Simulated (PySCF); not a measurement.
## Stretching SiB⁻

Set-up: Si aug-pcseg-1, B aug-pcseg-1; no relativity (PySCF 2.14). Energies in eV from Si⁻ + B in their ground configurations at the same level. All curves are PBE0. state 1: ³Π (triplet), unpaired electrons σ ↑, π ↑; state 2: Ms = 0 determinant of mixed spin (⟨S²⟩ near 1.0), unpaired electrons σ ↓, π ↑, a second solution, started from another occupation; state 3: Ms = 0 determinant of mixed spin (⟨S²⟩ near 1.0), unpaired electrons π ↑↓, a mixture of terms (⟨Lz²⟩ = 2.0), a second solution, started from another occupation.

| R (Å) | state 1 | state 2 | state 3 |
| --- | --- | --- | --- |
| 1.608 | -2.613 | -2.425 | -1.203 |
| 1.683 | -3.152 | -2.975 | -1.960 |
| 1.758 | -3.451 | -3.285 | -2.458 |
| 1.814 | -3.556 | -3.399 | -2.700 |
| 1.870 | -3.584 | -3.435 | -2.854 |
| 1.926 | -3.551 | -3.409 | -2.939 |
| 2.001 | -3.437 | -3.305 | -2.968 |
| 2.094 | -3.220 | -3.098 | -2.907 |
| 2.207 | -2.896 | -2.786 | -2.739 |
| 2.356 | -2.426 | -2.346 | -2.425 |

Q: Put a parabola through the three lowest points of the state 1 curve and estimate Re, k and ωe (reduced mass 7.9 u; 1 eV/Å² = 0.16022 mdyn/Å; ωe = 1302.8·√(k/μ) cm⁻¹).

A: Through R = 1.814, 1.87, 1.926 Å the second-order coefficient is 9.73 eV/Å², so Re ≈ 1.868 Å, k ≈ 3.12 mdyn/Å and ωe ≈ 818 cm⁻¹. A polynomial fit of higher order to the unrounded PBE0 energies gives Re = 1.865 Å, k = 3.13 mdyn/Å, ωe = 820 cm⁻¹; anharmonicity and rounding make the difference.

The higher-order fit for each curve: state 1: Re = 1.865 Å, ωe = 820 cm⁻¹, De = 3.58 eV; state 2: Re = 1.872 Å, ωe = 810 cm⁻¹, minimum 3.43 eV below the ground-state fragments; state 3: Re = 1.990 Å, ωe = 676 cm⁻¹, minimum 2.97 eV below the ground-state fragments.

⟨S²⟩ of the unrestricted solution departs from its pure value on part of the curve, where spin states mix. For an ion De counts to the pair picked by the measured ionisation energies or electron affinities, which need not be the lowest pair at this level. The highest Kohn–Sham level is positive in this anion. Much of that is self-interaction error, but it also means that the finite basis helps to hold the extra electron. The state is the lowest determinant that a PBE0 search found; another state may lie lower at other levels.
